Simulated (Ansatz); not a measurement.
Input file:

```yaml
crystal:
  periodic: [false, false, false]
  atoms:
    - {symbol: N, position_ang: [0.000000, 0.000000, 0.000000]}
    - {symbol: H, position_ang: [0.000000, 0.000000, 1.435000]}
basis:
  gaussian: {orbitals: "6-31++G**", point_charges: [{charge: 1.00, position_ang: [4.285, -0.300, -0.299]}]}
total_charge: -1
magnetization: {spin_polarized: false, initial_magnetization: 1}
correlation: {active_space: {window: {electrons: 1, orbitals: 9}}}
```

```sh
$ ansatz run in.yaml --threads 1 --pin off --events-out ev --progress --plain --max-ram 2393MiB
```

Log:

```
233 factors; integrals over basis functions are off by at most 3.6e-4 eV
mean field evaluation 1: about -1492.4061 eV, gradient 3.0e1 eV
mean field evaluation 2: about -1492.4061 eV, gradient 3.0e1 eV
mean field evaluation 4: about -1496.0275 eV, gradient 4.4e0 eV
mean field evaluation 8: about -1496.1147 eV, gradient 1.7e-1 eV
mean field evaluation 16: about -1496.1151 eV, gradient 1.9e-1 eV
mean field evaluation 32: about -1495.9092 eV, gradient 5.9e-6 eV
mean field -1496.11545446 eV, -54.9812288478 hartree, gradient 2.1e-6 eV, S^2 0.750000; 7 other end points of the search recorded, 0 dependent functions left out
reference -1496.11545446 eV, -54.9812288478 hartree; 5, 4 occupied and 20, 21 virtual orbitals, 233 factors
state -1496.11545446 eV, -54.9812288478 hartree
Total energy: -1496.11545446 eV, -54.9812288478 hartree
```

The active space holds one configuration alone, so it describes no static correlation.

Natural occupations: 1.0000 0.0000 0.0000 0.0000 0.0000 0.0000 0.0000 0.0000 0.0000.

Ran on 1 thread of Arm Neoverse V1, shared host: 0.39 s wall, 0.13 GiB peak host memory.
